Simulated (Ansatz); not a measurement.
The input, for Ansatz 0.2.0:

```yaml
crystal:
  periodic: [false, false, false]
  atoms:
    - {symbol: N, position_ang: [-1.143022, -0.015822, -0.024626]}
    - {symbol: H, position_ang: [-1.440302, 0.952012, -0.024625]}
    - {symbol: H, position_ang: [-1.440301, -0.418121, 0.855634]}
    - {symbol: H, position_ang: [-0.065022, -0.015821, -0.024626]}
    - {symbol: F, position_ang: [0.998978, -0.015821, -0.024626]}
basis:
  gaussian: {orbitals: cc-pVDZ}
magnetization: {spin_polarized: false, initial_magnetization: 1}
correlation: {method: bccd_t, electrons: outside_noble_gas}
```

```sh
$ ansatz run in.yaml --threads 1 --pin off --events-out ev --progress --plain --max-ram 2393MiB
```

The program prints:

```
391 factors; integrals over basis functions are off by at most 1.6e-3 eV
mean field evaluation 1: about -4230.4708 eV, gradient 2.9e1 eV
mean field evaluation 2: about -4230.4995 eV, gradient 2.9e1 eV
mean field evaluation 4: about -4232.0526 eV, gradient 4.0e0 eV
mean field evaluation 8: about -4232.1020 eV, gradient 4.0e-1 eV
mean field evaluation 16: about -4232.1028 eV, gradient 1.7e-6 eV
mean field evaluation 32: about -4232.1028 eV, gradient 2.6e-4 eV
mean field evaluation 64: about -4228.4744 eV, gradient 7.8e0 eV
mean field -4232.10276917 eV, -155.5269081446 hartree, gradient 1.7e-6 eV, S^2 0.750000; 3 other end points of the search recorded, 0 dependent functions left out
mean field evaluation 96: about -4230.5951 eV, gradient 2.1e1 eV
mean field evaluation 128: about -4230.0390 eV, gradient 1.4e0 eV
determinant -4232.10276917 eV, -155.5269081446 hartree, with singles and doubles -4242.70970168 eV, -155.9167057248 hartree
determinant -4229.84648229 eV, -155.4439911314 hartree, with singles and doubles -4239.81176511 eV, -155.8102085203 hartree
2 core orbitals not correlated: weight in the atoms' cores, before any rotation towards them, 1.000 or more for the frozen orbitals, at most 0.000 for the correlated occupied ones
reference -4232.10276917 eV, -155.5269081446 hartree; 8, 7 occupied and 33, 34 virtual orbitals, 391 factors
second order -9.84513273 eV of doubles, -0.08809457 eV of singles
cycle   1  -10.60541317 eV  change    1.5e-3 eV  update   2.7e-2
cycle   2  -10.62132516 eV  change   -1.6e-2 eV  update   1.2e-2
cycle   3  -10.62204215 eV  change   -7.2e-4 eV  update   8.2e-3
cycle   4  -10.61894951 eV  change    3.1e-3 eV  update   7.1e-3
cycle   5  -10.62618744 eV  change   -7.2e-3 eV  update   5.6e-3
cycle   6  -10.62324163 eV  change    2.9e-3 eV  update   3.0e-3
cycle   7  -10.62021051 eV  change    3.0e-3 eV  update   1.2e-3
cycle   8  -10.62000025 eV  change    2.1e-4 eV  update   5.7e-4
cycle   9  -10.62030314 eV  change   -3.0e-4 eV  update   3.6e-4
cycle  10  -10.62047286 eV  change   -1.7e-4 eV  update   2.5e-4
cycle  11  -10.62043213 eV  change    4.1e-5 eV  update   1.5e-4
cycle  12  -10.62037643 eV  change    5.6e-5 eV  update   8.9e-5
cycle  13  -10.62050047 eV  change   -1.2e-4 eV  update   4.7e-5
cycle  14  -10.62047141 eV  change    2.9e-5 eV  update   1.8e-5
cycle  15  -10.62046488 eV  change    6.5e-6 eV  update   8.0e-6
perturbative correction -0.20857035 eV, -0.0076648189 hartree
Total energy: -4242.93180439 eV, -155.9248678490 hartree
```

For the same geometry and basis UCCSDT(Q) lies 36.6 meV lower.

Ran on 1 thread of Arm Neoverse V2, shared host: 3 s wall, 0.14 GiB peak host memory.
